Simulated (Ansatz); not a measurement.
Worked example: correlation energy of GeH$_{2}$, triplet

Geometry: displaced at random from a stationary point.

```xyz
3

Ge    0.0034   -0.0206   -0.0002
H    -0.1615    0.7576   -1.3230
H    -0.0848    0.7252    1.3376
```

Basis cc-pVDZ; Ansatz 0.2.0. Only valence electrons are correlated (noble-gas cores and the filled d shells of p-block atoms frozen), which leaves 6 electrons in 23 orbitals. Prefix R: restricted or restricted open-shell reference. No spin–orbit coupling is included, and no scalar relativity.

Full CI is exact within this basis and frozen core; it isn't the basis-set limit.

Runs differ by some tens of microhartree through their thresholds and, for an open shell, their frozen cores, so steps under 0.03 kcal/mol mean nothing.

```
    level  total energy (hartree)
      RHF            -2076.426880
     RMP2            -2076.497905
    RCCSD            -2076.518761
 RCCSD(T)            -2076.520515
   RCCSDT            -2076.521060
RCCSDT(Q)            -2076.521094
  RCCSDTQ            -2076.521101
  full CI            -2076.521079
```

**Question.** What is the correlation energy at full CI, and what share of it do RMP2 and RCCSD(T) recover?

**Answer.** E(corr) = -2076.521079 − (-2076.426880) = -0.094199 hartree = -2.563 eV. RMP2: -0.071025 / -0.094199 = 75.40 %. RCCSD(T): -0.093635 / -0.094199 = 99.40 %.

**Question.** By how many kcal/mol does RCCSD(T) miss full CI (1 hartree = 627.509 kcal/mol), and which steps make up the rest?

**Answer.** -2076.520515 − (-2076.521079) = 0.000564 hartree = 0.35 kcal/mol. Steps: RCCSDT − RCCSD(T) = -0.34, RCCSDT(Q) − RCCSDT = -0.02, RCCSDTQ − RCCSDT(Q) = 0.00, full CI − RCCSDTQ = 0.01 kcal/mol. That is within 1 kcal/mol of the reference in this basis, which itself misses far more of the correlation at the basis-set limit.
